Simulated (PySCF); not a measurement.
C2H4O2, SMILES CC(O)=O. Atoms are numbered in the order given.

```xyz
8

C      0.1104     1.3881     0.0000
C     -0.1217    -0.0928     0.0000
O      1.0340    -0.7765     0.0000
O     -1.1928    -0.6378     0.0000
H     -0.8514     1.9116     0.0000
H      0.6983     1.6735     0.8846
H      0.6983     1.6735    -0.8846
H      0.7927    -1.7156     0.0000
```

Coordinates come from a PBE0-D3(BJ)/def2-SVP optimisation. One conformer was computed; it need not be the lowest.

All values below come from PySCF with SMD-B3LYP/6-31G*.

Solvation free energies are E(SMD) − E(gas) at the gas-phase geometry, for 1 M in both phases. In vacuum the dipole moment is 1.59 D.

Problem. Estimate the solvation free energies in water, ethylethanoate, cyclohexanone. (The exact figures need the calculation; the answer reports its results.)

Solution. 
| solvent | ΔG(solv) (kcal/mol) | its non-electrostatic (CDS) part | dipole (D) |
|---|---|---|---|
| water | -5.5 | 4.0 | 2.17 |
| ethylethanoate | -5.0 | -1.8 | 1.84 |
| cyclohexanone | -5.3 | -1.5 | 1.88 |
